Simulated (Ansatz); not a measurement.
**The cluster Sn2Pt: one molecule under many settings**

Aim: run the cluster Sn2Pt under a spread of inputs, and see what each costs and gives.

Computed with Ansatz 0.2.0, Gaussian basis. Level: the settings change from run to run.

2 further runs of the same task are left out: 1 that didn't finish, 1 set aside as unsound or not needed.

## 1. The relaxed structure

The geometry comes from an earlier relaxation with r2SCAN-D4 in a triple-zeta def2 set; it is a stationary point. Pt, Sn take a core potential in def2 sets; no spin-orbit term is included.

3 atoms, charge 0, spin multiplicity 1.

Atoms are counted from 1 here; the program's logs count them from 0.

Bond lengths: Pt1–Sn2 2.533 Å, Pt1–Sn3 2.533 Å, Sn2–Sn3 2.933 Å. Angles: Sn2–Pt1–Sn3 70.8°, Pt1–Sn2–Sn3 54.6°, Pt1–Sn3–Sn2 54.6°.

As a file:

| atom | x (Å) | y (Å) | z (Å) |
| --- | --- | --- | --- |
| Pt1 | 1.0463 | -0.7837 | 0.4314 |
| Sn2 | -0.8110 | -0.5771 | -1.2780 |
| Sn3 | -0.2353 | 1.3608 | 0.8467 |

## 2. wB97/def2-TZVP

Set apart from the defaults: charge -1, multiplicity 2, atoms shaken by 0.03 Å, the search for lower states set to off.

Contents of in.yaml:

```yaml
crystal:
  periodic: [false, false, false]
  atoms:
    - {symbol: Pt, position_ang: [1.043415, -0.795416, 0.454120]}
    - {symbol: Sn, position_ang: [-0.794432, -0.529129, -1.313444]}
    - {symbol: Sn, position_ang: [-0.211054, 1.391328, 0.893770]}
basis:
  gaussian: {orbitals: def2-TZVP}
total_charge: -1
magnetization: {spin_polarized: true, initial_magnetization: 1}
hamiltonian: {xc: {name: wB97}}
scf: {lower_state_search: off}
```

Run with:

```
$ ansatz run in.yaml --threads 4 --pin off --events-out ev --progress --plain --max-ram 3916MiB
```

The log of the run, shortened:

```text
Functional definition: wB97
  name "wB97"
  cite "Chai & Head-Gordon, J. Chem. Phys. 128, 084106 (2008) doi:10.1063/1.2834918"
  cite "Becke, J. Chem. Phys. 107, 8554 (1997) doi:10.1063/1.475007"
[...]
  # The coefficients of nought are those of the uniform gas.
[...]
      + integral(e_c_pw_opposite_spin*poly(b97_u_opposite, 1, cos1, cos2, cos3, cos4))
[...]
1172 factors; their error is unknown
351 factors; integrals over basis functions are off by at most 7.0e-5 eV
[...]
mean field -14915.11119550 eV, -548.1202266090 hartree, gradient 8.7e-6 eV, S^2 0.758066; 0 other end points of the search recorded, 0 dependent functions left out
reference -14915.11118891 eV, -548.1202263671 hartree; 32, 31 occupied and 108, 109 virtual orbitals, 1172 factors
Total energy: -14915.11118891 eV, -548.1202263671 hartree
Checks for a lower state left out: stability, starts, cluster_reference, orbital_swaps, neighbouring_geometries, increment
```

Run time: 7.5 s. Hardware: 4 threads of Arm Neoverse V1, shared host.

⟨S²⟩ 0.758.

## 3. HSE06/def2-TZVPD

Set apart from the defaults: unrestricted orbitals, atoms shaken by 0.15 Å, D3(BJ) dispersion.

Contents of in.yaml:

```yaml
crystal:
  periodic: [false, false, false]
  atoms:
    - {symbol: Pt, position_ang: [1.198135, -0.775829, 0.387898]}
    - {symbol: Sn, position_ang: [-0.751550, -0.459965, -1.377015]}
    - {symbol: Sn, position_ang: [-0.253484, 1.120902, 0.749907]}
basis:
  gaussian: {orbitals: def2-TZVPD}
magnetization: {spin_polarized: true, initial_magnetization: 0}
hamiltonian: {xc: {name: HSE06}, dispersion: d3bj}
scf: {omitted_lower_state_checks: [starts]}
output: {forces: true}
```

Launched as before.

The log of the run, shortened:

```text
Functional definition: HSE06
  name "HSE06"
  cite "Heyd, Scuseria & Ernzerhof, J. Chem. Phys. 118, 8207 (2003) doi:10.1063/1.1564060"
  cite "Krukau, Vydrov, Izmaylov & Scuseria, J. Chem. Phys. 125, 224106 (2006) doi:10.1063/1.2404663"
  cite "Heyd & Scuseria, J. Chem. Phys. 120, 7274 (2004) doi:10.1063/1.1668634"
  cite "Ernzerhof & Perdew, J. Chem. Phys. 109, 3313 (1998) doi:10.1063/1.476928"
  cite "Perdew, Burke & Ernzerhof, Phys. Rev. Lett. 77, 3865 (1996) doi:10.1103/PhysRevLett.77.3865"
  parent pbe
[...]
  # The whole range is PBE's own exchange, as in plane waves. The composition of these papers is wPBEh.
[...]
1388 factors; their error is unknown
76 factors; integrals over basis functions are off by at most 5.4e-5 eV
[...]
mean field -14912.32312637 eV, -548.0177669584 hartree, gradient 5.4e-6 eV, S^2 0.953593; 1 other end points of the search recorded, 0 dependent functions left out
[...]
reference -14912.32316663 eV, -548.0177684379 hartree; 31, 31 occupied and 124, 124 virtual orbitals, 1388 factors
Total energy: -14912.47335556 eV, -548.0232877792 hartree
Atom 0 at     1.198135    -0.775829     0.387898 Å, force     0.076900    -0.817442    -0.742396 eV/Å
Atom 1 at    -0.751550    -0.459965    -1.377015 Å, force     0.412376    -0.780708    -0.346835 eV/Å
Atom 2 at    -0.253484     1.120902     0.749907 Å, force    -0.489276     1.598150     1.089231 eV/Å
Dipole moment:    -0.075335     0.024886    -0.055404 e Å
Checks for a lower state left out: starts
```

Wall time 17 s (4 threads of Arm Neoverse V1, shared host); peak memory 0.89 GiB.

Largest force 1.995 eV/Å, dipole 0.46 D, ⟨S²⟩ 0.954. The spin excess of 0.95 shows a contaminated determinant.

## 4. PBE0/def2-mTZVPP

This run has density fitting with def2-universal-jkfit, D3(BJ) with three-body dispersion.

Contents of in.yaml:

```yaml
crystal:
  periodic: [false, false, false]
  atoms:
    - {symbol: Pt, position_ang: [1.046320, -0.783710, 0.431350]}
    - {symbol: Sn, position_ang: [-0.810971, -0.577132, -1.278049]}
    - {symbol: Sn, position_ang: [-0.235349, 1.360832, 0.846699]}
basis:
  gaussian: {orbitals: def2-mTZVPP, fitting: {mean_field: def2-universal-jkfit}}
hamiltonian: {xc: {name: PBE0}, dispersion: d3bjatm}
scf: {omitted_lower_state_checks: [starts]}
output: {forces: true}
```

The command is unchanged.

The log of the run, shortened:

```text
Functional definition: PBE0
  name "PBE0"
  cite "Adamo & Barone, J. Chem. Phys. 110, 6158 (1999) doi:10.1063/1.478522"
  cite "Perdew, Burke & Ernzerhof, Phys. Rev. Lett. 77, 3865 (1996) doi:10.1103/PhysRevLett.77.3865"
  parent pbe
[...]
663 factors; integrals over basis functions are off by at most 4.3e-1 eV
[...]
mean field -14911.91100320 eV, -548.0026217114 hartree, gradient 1.3e-5 eV, S^2 0.000000; 0 other end points of the search recorded, 0 dependent functions left out
[...]
reference -14911.91102914 eV, -548.0026226646 hartree; 31, 31 occupied and 77, 77 virtual orbitals, 663 factors
Total energy: -14912.05081842 eV, -548.0077598259 hartree
Atom 0 at     1.046320    -0.783710     0.431350 Å, force     0.411474    -0.308199     0.169632 eV/Å
Atom 1 at    -0.810971    -0.577132    -1.278049 Å, force    -0.239436     0.040646    -0.209205 eV/Å
Atom 2 at    -0.235349     1.360832     0.846699 Å, force    -0.172039     0.267554     0.039573 eV/Å
Dipole moment:    -0.102845     0.077032    -0.042398 e Å
Checks for a lower state left out: starts
```

Run time: 1.3 s. Hardware: 4 threads of Arm Neoverse V1, shared host.

Largest force 0.541 eV/Å, dipole 0.65 D.

## 5. CAM-B3LYP/def2-TZVPP

This run has D3(BJ) with three-body dispersion.

in.yaml, as its differences from that of step 4:

```diff
@@ -7,4 +7,4 @@
 basis:
-  gaussian: {orbitals: def2-mTZVPP, fitting: {mean_field: def2-universal-jkfit}}
-hamiltonian: {xc: {name: PBE0}, dispersion: d3bjatm}
+  gaussian: {orbitals: def2-TZVPP}
+hamiltonian: {xc: {name: CAM-B3LYP}, dispersion: d3bjatm}
 scf: {omitted_lower_state_checks: [starts]}
```

Same command.

The log of the run, shortened:

```text
Functional definition: CAM-B3LYP
  name "CAM-B3LYP"
  cite "Yanai, Tew & Handy, Chem. Phys. Lett. 393, 51 (2004) doi:10.1016/j.cplett.2004.06.011"
  cite "Iikura, Tsuneda, Yanai & Hirao, J. Chem. Phys. 115, 3540 (2001) doi:10.1063/1.1383587"
  cite "Becke, Phys. Rev. A 38, 3098 (1988) doi:10.1103/PhysRevA.38.3098"
  cite "Lee, Yang & Parr, Phys. Rev. B 37, 785 (1988) doi:10.1103/PhysRevB.37.785"
  cite "Vosko, Wilk & Nusair, Can. J. Phys. 58, 1200 (1980) doi:10.1139/p80-159"
[...]
  # Exact exchange under (alpha + beta erf(omega r))/r, Becke's under what is left of 1/r.
[...]
1254 factors; their error is unknown
239 factors; integrals over basis functions are off by at most 5.1e-5 eV
[...]
mean field -14909.47181317 eV, -547.9129831310 hartree, gradient 1.2e-5 eV, S^2 0.000000; 0 other end points of the search recorded, 0 dependent functions left out
[...]
reference -14909.47191015 eV, -547.9129866949 hartree; 31, 31 occupied and 125, 125 virtual orbitals, 1254 factors
Total energy: -14909.65183004 eV, -547.9195986288 hartree
Atom 0 at     1.046320    -0.783710     0.431350 Å, force     0.091887    -0.068824     0.037881 eV/Å
Atom 1 at    -0.810971    -0.577132    -1.278049 Å, force    -0.007524     0.163759     0.122873 eV/Å
Atom 2 at    -0.235349     1.360832     0.846699 Å, force    -0.084363    -0.094934    -0.160754 eV/Å
Dipole moment:    -0.089936     0.067363    -0.037076 e Å
Checks for a lower state left out: starts
```

It took 6 s on 4 threads of Arm Neoverse V1, shared host; peak memory 0.58 GiB.

Largest force 0.205 eV/Å, dipole 0.57 D.

## 6. All runs side by side

```
               level  charge  multiplicity  geometry  functions  energy (eV)   time
      wB97/def2-TZVP      -1             2    shaken        140   -14915.111  7.5 s
    HSE06/def2-TZVPD       0             1    shaken        155   -14912.473   17 s
    PBE0/def2-mTZVPP       0             1   relaxed        108   -14912.051  1.3 s
CAM-B3LYP/def2-TZVPP       0             1   relaxed        156   -14909.652    6 s
```

## 7. Summary of results

| quantity | value |
| --- | --- |
| runs | 4 |
| quickest | PBE0/def2-mTZVPP, 1.3 s |
| slowest | HSE06/def2-TZVPD, 17 s |
| spread of total energies, same state and geometry | 2.4 eV |
| dipole, same state and geometry | 0.57 to 0.65 D |

HSE06/def2-TZVPD took 13 times as long as PBE0/def2-mTZVPP. The jobs differ in tasks and options as well as level. Total energies at one charge and spin differ by 2 eV between levels, so only differences within one level mean anything. At the r2SCAN-D4/def2-TZVP geometry and in the same state, runs without warnings or point charges leave forces up to 0.54 eV/Å (PBE0/def2-mTZVPP), against 2.0 eV/Å where the atoms were moved.
